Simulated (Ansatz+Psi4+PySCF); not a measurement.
```xyz
3

S     0.0000    0.0000    0.3703
O     0.0000    1.2776   -0.3703
O     0.0000   -1.2776   -0.3703
```

Basis set: cc-pVTZ on O; cc-pV(T+d)Z on S (spherical functions). Correlated methods keep 7 orbitals frozen. Charge 0, multiplicity 1.

Computed with Ansatz (development build ahead of 0.2.0) and Psi4 1.11; each method stands on the lowest determinant of its kind that the runs found. Restricted open shells among the atoms or ions are ROHF, correlated in semicanonical orbitals with singles.

Question: Give the vertical ionization energy (product with multiplicity 2 at the same shape, open shells in the same class of orbitals) of singlet SO2 by RHF-MP2, RHF-CCSD(T), RHF-CCSD, RHF.

Answer:

```json
{"method": "RHF-MP2", "ionization energy": "13.09 eV"}
{"method": "RHF-CCSD(T)", "ionization energy": "12.32 eV"}
{"method": "RHF-CCSD", "ionization energy": "12.36 eV"}
{"method": "RHF", "ionization energy": "11.49 eV"}
```

Caution: the determinant breaks the point group; unrestricted orbitals would lower the determinant. Caution for RHF-MP2: MP2 on this radical cation hangs on the determinant chosen. Caution for RHF-MP2, RHF-CCSD(T): another reference gives a lower total. Caution for RHF-MP2, RHF-CCSD(T), RHF-CCSD: large amplitudes, a single reference is doubtful.
